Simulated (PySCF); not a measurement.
First SCF of a structure search on doublet H3SO, at a hand-made see-saw (ligand arrangement 2) geometry. PySCF input:

```python
from pyscf import gto, scf, dft
mol = gto.M(atom='''
S      0.000000     0.000000     0.000000
O     -0.000000    -1.504300     0.131600
H      0.000000     1.344900     0.117700
H      1.063800     0.000000     0.831100
H     -1.063800     0.000000     0.831100''',
    basis={'S': 'def2-TZVP', 'O': 'def2-TZVP', 'H': 'def2-TZVP'},
    charge=0, spin=1)
mf = dft.UKS(mol, xc='PBE0')
mf.grids.atom_grid = (50, 194)
aux = {'S': 'def2-universal-JKFIT', 'O': 'def2-universal-JKFIT', 'H': 'def2-universal-JKFIT'}
mf = mf.density_fit(auxbasis=aux)
mf.conv_tol = 1e-08
mf.diis_space = 10
mf.max_cycle = 60
mf.init_guess = 'minao'
mf.verbose = 4
mf.kernel()
```

Excerpt of the output (cycles alone):

```
init E= -475.325266861808
cycle= 1 E= -474.663543843633  delta_E= 0.662  |g|= 0.676  |ddm|= 1.28
cycle= 2 E= -472.864171075907  delta_E=  1.8  |g|=    2  |ddm|= 2.68
cycle= 3 E= -474.856423785263  delta_E= -1.99  |g|= 0.0671  |ddm|= 2.44
cycle= 4 E= -474.858702268353  delta_E= -0.00228  |g|= 0.0612  |ddm|= 0.126
cycle= 5 E= -474.860524479887  delta_E= -0.00182  |g|= 0.029  |ddm|= 0.0447
cycle= 6 E= -474.861227167496  delta_E= -0.000703  |g|= 0.0134  |ddm|= 0.044
cycle= 7 E= -474.861508201702  delta_E= -0.000281  |g|= 0.00574  |ddm|= 0.0356
cycle= 8 E= -474.861594295114  delta_E= -8.61e-05  |g|= 0.00302  |ddm|= 0.0251
cycle= 9 E= -474.861612299663  delta_E= -1.8e-05  |g|= 0.00102  |ddm|= 0.0136
cycle= 10 E= -474.861613519766  delta_E= -1.22e-06  |g|= 0.000218  |ddm|= 0.0036
cycle= 11 E= -474.861613556357  delta_E= -3.66e-08  |g|= 8.87e-05  |ddm|= 0.000418
cycle= 12 E= -474.861613561941  delta_E= -5.58e-09  |g|= 2.22e-05  |ddm|= 0.00014
Extra cycle  E= -474.861613562573  delta_E= -6.32e-10  |g|= 2e-05  |ddm|= 5.22e-05
converged SCF energy = -474.861613562573  <S^2> = 0.7587455  2S+1 = 2.0087265
```

No lower solution of this spin was found by a stability analysis within the unrestricted form.

The search for the lowest solution, with the stability check, took 2.8 s on 4 threads of a shared Arm Neoverse V2 host, with 86 basis functions; the process peaked at 0.37 GiB. Launch command: `OMP_NUM_THREADS=4 python axn.py task.json out`.
